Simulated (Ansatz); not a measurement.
Ti₃Ag (Pm-3m)

The calculation used DFT r2SCAN, scalar-relativistic, plane waves, PAW in Ansatz.

Plane waves to 500 eV, a k mesh through Γ of 10×10×10 on the computed 4-atom cell and Gaussian smearing (0.10 eV); no spin polarisation.

The structure is relaxed at this level of theory with its symmetry kept. Whether it is the stable form of this composition wasn't checked.

Symmetry: Pm-3m, No. 221, cubic system. Conventional cell: a = 4.079 Å, b = 4.079 Å, c = 4.079 Å, α = 90.00°, β = 90.00°, γ = 90.00°. Ti (site symmetry 4/mmm) has 8 Ti at 2.88 to 2.89 Å and 4 Ag at 2.88 Å as nearest neighbours. Ag (site symmetry m-3m) is surrounded by 12 Ti at 2.88 to 2.89 Å.

| Item | Value |
| --- | --- |
| Volume per atom | 16.97 Å³ |
| Formation energy from the elements' standard states (uncorrected) | +0.118 eV/atom |
| Generalised Kohn–Sham band gap | none (metal) |
| Density of states at the Fermi level | 8.67 states/eV per cell |
| Löwdin character within 0.5 eV of the Fermi level | Ti 3d 85 %, unprojected 8 % |
| Bulk modulus | 121 GPa |
| Its pressure derivative | 4.1 |
| Bader charges (e) | Ti (3 in the cell) 0.67, Ag (1 in the cell) -2.02 |